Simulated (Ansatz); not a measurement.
System: cubic perovskite KTaO3. Method: PBE (Ansatz, an electronic-structure program, plane waves, PAW).

Numerical settings: plane-wave cutoff 520 eV, 6×6×6 k mesh, scalar-relativistic PAW data made under PBE.

Computed at the level's own relaxed cell.

```yaml
crystal:
  lattice:
    - [4.02453, 0.00000, 0.00000]
    - [0.00000, 4.02453, 0.00000]
    - [0.00000, 0.00000, 4.02453]
  atoms:
    - { symbol: K, position: [0.00000, 0.00000, 0.00000] }
    - { symbol: Ta, position: [0.50000, 0.50000, 0.50000] }
    - { symbol: O, position: [0.50000, 0.00000, 0.50000] }
    - { symbol: O, position: [0.00000, 0.50000, 0.50000] }
    - { symbol: O, position: [0.50000, 0.50000, 0.00000] }
```

**Question.** Give the elastic tensor (Voigt notation, GPa, ions relaxed, in the Cartesian axes of the cell as printed).

**Answer.** 
```
  414.1    75.0    75.0     0.0     0.0     0.0
   75.0   414.1    75.0     0.0     0.0     0.0
   75.0    75.0   414.1     0.0     0.0     0.0
    0.0     0.0     0.0    98.3     0.0     0.0
    0.0     0.0     0.0     0.0    98.3     0.0
    0.0     0.0     0.0     0.0     0.0    98.3
```

Measured, for comparison: elastic constant C11 431 GPa, elastic constant C12 103 GPa, elastic constant C44 109 GPa (temperature not stated, no zero-point or thermal correction; as tabulated in arXiv:2111.11352). Computed (rounded) less measured: elastic constant C11 -4 %, elastic constant C12 -27 %, elastic constant C44 -10 %.

Spin–orbit coupling is not included.

Computed values are for the static lattice.
